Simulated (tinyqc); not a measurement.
Worked calculation: extended Hueckel theory, for NH3. One step of it, computed by the program tinyqc.

Task: Mulliken analysis. P = C n C^T; charge = valence electrons (N 5, H 1) minus the sum of (P S)_ii on the atom; overlap population = 2 sum P_ij S_ij between two atoms.

coefficients, order 1N 2s, 1N 2px, 1N 2py, 1N 2pz, 2H 1s, 3H 1s, 4H 1s:
```
[[0.867950, 0.000000, -0.000028, 0.082254, 0.000000, -0.000469, 1.123495],
 [-0.000010, 0.000000, 0.617415, 0.000013, 0.000000, 1.043251, 0.000680],
 [0.000000, 0.617378, 0.000000, 0.000000, 1.043247, 0.000000, 0.000000],
 [0.009895, 0.000000, -0.000014, 0.987230, 0.000000, 0.000103, -0.232109],
 [0.089253, 0.000000, 0.452975, -0.045543, 0.000000, -0.972810, -0.719020],
 [0.089229, 0.392317, -0.226514, -0.045557, -0.842707, 0.486943, -0.718080],
 [0.089229, -0.392317, -0.226514, -0.045557, 0.842707, 0.486943, -0.718080]]
```

occupations: [2.000000, 2.000000, 2.000000, 2.000000, 0.000000, 0.000000, 0.000000]

overlap S, order 1N 2s, 1N 2px, 1N 2py, 1N 2pz, 2H 1s, 3H 1s, 4H 1s:
```
[[1.000000, 0.000000, 0.000000, 0.000000, 0.464723, 0.464623, 0.464623],
 [0.000000, 1.000000, 0.000000, 0.000000, 0.425627, -0.212750, -0.212750],
 [0.000000, 0.000000, 1.000000, 0.000000, 0.000000, 0.368573, -0.368573],
 [0.000000, 0.000000, 0.000000, 1.000000, -0.077727, -0.077704, -0.077704],
 [0.464723, 0.425627, 0.000000, -0.077727, 1.000000, 0.149720, 0.149720],
 [0.464623, -0.212750, 0.368573, -0.077704, 0.149720, 1.000000, 0.149650],
 [0.464623, -0.212750, -0.368573, -0.077704, 0.149720, 0.149650, 1.000000]]
```

Give: charges; Overlap populations.

Result:

charges: [-0.935, 0.312, 0.312, 0.312]

Overlap populations:
```
pair      value
2-1    0.626864
3-1    0.626785
3-2   -0.055436
4-1    0.626785
4-2   -0.055436
4-3   -0.055411
```
